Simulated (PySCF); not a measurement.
Magnetisability and related constants of `Clc1pccs1`, C3H2ClPS

Method used: GIAO CAM-B3LYP/pcSseg-1 magnetisability, rotational g tensor and spin-rotation constants, non-relativistic, gas phase in PySCF 2.14.0. Geometry: PBE0-D3(BJ)/def2-SVP.

Input:
```
{"job": {"kind": "mag", "xc": "CAM-B3LYP", "basis": "pcSseg-1", "isotopologues": 2}, "charge": 0, "multiplicity": 1}
Cl     3.598148     0.115507    -0.074769
C      1.884851     0.003787    -0.052207
P      0.999885    -1.454509     0.192676
C     -0.555304    -0.617412     0.055155
C     -0.540435     0.729347    -0.169284
S      1.002322     1.459427    -0.293338
H     -1.501301    -1.157695     0.146842
H     -1.413705     1.376642    -0.275091
```
Coordinates are in Å.

Command: `OMP_NUM_THREADS=1 python excited_run.py task.json out`

Show the output.

Atoms count from 0.
```
coarse grid: 9376 points
cycle   1  E = -1315.0573982987  dE =  1.151e+00  |g| = 3.730e-01  |ddm| = 3.140e+00
cycle   2  E = -1315.0263602169  dE =  3.104e-02  |g| = 5.493e-01  |ddm| = 8.016e-01
cycle   3  E = -1315.0991289048  dE = -7.277e-02  |g| = 5.015e-02  |ddm| = 4.705e-01
cycle   4  E = -1315.0997379068  dE = -6.090e-04  |g| = 3.324e-02  |ddm| = 1.044e-01
cycle   5  E = -1315.1000186547  dE = -2.807e-04  |g| = 9.643e-03  |ddm| = 3.802e-02
cycle   6  E = -1315.1000435069  dE = -2.485e-05  |g| = 2.894e-03  |ddm| = 1.493e-02
cycle   7  E = -1315.1000460549  dE = -2.548e-06  |g| = 9.214e-04  |ddm| = 4.327e-03
final grid: 79792 points
cycle   8  E = -1315.1401148827  dE = -9.237e-06  |g| = 2.128e-03  |ddm| = 9.362e-03
cycle   9  E = -1315.1401145279  dE =  3.548e-07  |g| = 2.444e-03  |ddm| = 3.871e-03
cycle  10  E = -1315.1401160098  dE = -1.482e-06  |g| = 3.116e-04  |ddm| = 2.366e-03
cycle  11  E = -1315.1401160265  dE = -1.678e-08  |g| = 1.796e-04  |ddm| = 4.093e-04
cycle  12  E = -1315.1401160351  dE = -8.594e-09  |g| = 3.960e-05  |ddm| = 1.950e-04
cycle  13  E = -1315.1401160359  dE = -7.622e-10  |g| = 1.716e-05  |ddm| = 9.124e-05
converged SCF energy = -1315.1401160359

Magnetisability tensor (1e-30 J/T^2)
    -1037.46        6.42       -2.21
        6.42    -1031.73     -128.82
       -2.21     -128.82    -1782.65
isotropic -1283.95   principal values   -1804.14  -1039.02  -1008.69
isotropic susceptibility -77.321 1e-6 cm^3/mol

Inertial axes            a          b          c
rot. const./GHz      3.3283     1.7467     1.1455
chi total           -62.444    -60.872   -108.648
chi diamagnetic    -425.418   -735.320  -1057.265
chi paramagnetic    362.974    674.448    948.617
quadrupole/D A        6.476     -1.040     -5.436
g nuclear            0.5074     0.5242     0.5185
g electronic        -0.5676    -0.5534    -0.5105
g total             -0.0601    -0.0292     0.0080

Spin-rotation constants (kHz, H = +C I.J)
atom  isotope        aa         bb         cc
  0   35Cl        0.454      0.734      0.230
  2    31P       10.000      3.878      1.675
  6     1H        0.251     -0.095     -0.123
  7     1H        0.115     -0.042     -0.120
  1    13C*       2.216      0.664      0.257
  3    13C*       1.660      0.720      0.182
  4    13C*       1.622      0.636      0.199
  5    33S*       1.587      0.788      0.397
* in the singly substituted isotopologue

Isotopologues: g along a, b, c
2H    at 6,7               -0.0588    -0.0277     0.0075
37Cl  at 0                 -0.0601    -0.0282     0.0078
```

It took 8.9 s wall time on 1 thread of an AMD EPYC 9R45 96-Core, shared host, peak memory 0.72 GiB.
